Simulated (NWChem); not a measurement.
System: nitrogen dioxide (NO₂, doublet); SMILES [O]N=O

```xyz
3

O     -1.0929     0.0000    -0.1385
N      0.0000     0.0000     0.3140
O      1.0929     0.0000    -0.1385
```
Atoms are numbered in this order, from 1.

All runs: NWChem. Geometry optimised at PBE0/def2-SVP; all other runs use it. Pople sets run with spherical d functions. Spin-unrestricted. In the optimisation the excess spin sits in a1 (C2v, its own frame). Vzz has the sign of the potential's second derivative. Spin-orbit coupling enters the g values alone. Excited states of an open shell can be spin-contaminated.

```tsv
quantity	level	value
isotropic Δg (ppt)	PBE0/x2c-SVPall, ZORA	[?]
vertical, lowest excitation (eV)	PBE/def2-SVPD, TDA	2.92
cavity-dispersion-structure term (kcal/mol) in water	M05-2X/def2-SVP, SMD	[?]
Vzz N2 (a.u.)	UHF/6-31G*	0.891
lowest empty minus highest occupied level, either spin (eV)	BP86/def2-SVP	1.44
A(iso) 17O atom 3 (MHz)	BHandHLYP/def2-TZVP	[?]
dipole (D)	PBE0/def2-SVP	0.34
highest harmonic frequency (cm⁻¹)	PBE0/def2-SVP	[?]
```

**Question.** What belongs in the gaps?

**Answer.** 
- isotropic Δg (ppt), value: -3.12
- cavity-dispersion-structure term (kcal/mol) in water, value: 4.4
- A(iso) 17O atom 3 (MHz), value: -55.6
- highest harmonic frequency (cm⁻¹), value: 1888
